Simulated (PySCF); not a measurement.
# Computed and reference excited states of methylidenesilylene (`C=[Si]`) [singlet]

Published values to compare with (the computed states carry no symmetry labels, so the two lists aren't matched line by line):

```json
{"state": "1A2(n.d.)", "E (eV)": "2.11", "f": "", "kind of transition": "vertical absorption", "source": "[1]"}
{"state": "1B2(n.d.)", "E (eV)": "3.78", "f": "0.033", "kind of transition": "vertical absorption", "source": "[1]"}
```

[1] computed, theoretical best estimate (aug-cc-pVTZ, frozen core, CC3 geometry), gas; Veril, Scemama, Caffarel, Lipparini, Boggio-Pasqua, Jacquemin, Loos, WIREs Comput. Mol. Sci. 2021, 11, e1517 (QUESTDB)

Methylidenesilylene, CH2Si (singlet state).
SMILES: `C=[Si]`

Method: TDDFT PBE0/def2-SVPD, vertical, gas phase, core orbitals frozen in the response in PySCF. Isolated species at its GFN2-xTB geometry, gas phase.

Computed singlets: 2.11 eV (f 0.000); 3.75 eV (f 0.031); 5.02 eV (f 0.164); 5.31 eV (f 0.031); 6.01 eV (f 0.115); 6.85 eV (f 0.017); 7.59 eV (f 0.030); 7.94 eV (f 0.025). Computed triplets (Tamm–Dancoff): 1.67, 2.29, 2.52 eV.

**Question.** How does the lowest computed singlet compare with the best estimate listed for the lowest singlet (vertical absorption)?

**Answer.** 2.11 eV against 2.11 eV for 1A2(n.d.) [1]: a difference of 0.00 eV. Geometry and basis of the two calculations needn't be the same.

n.d. means that the source names no orbital transition; it classes the state at 2.11 eV as Rydberg and the state at 3.78 eV as Rydberg.

Hardware: an x86-64 server with one thread, on a shared host. Cost: 3.4 s wall.
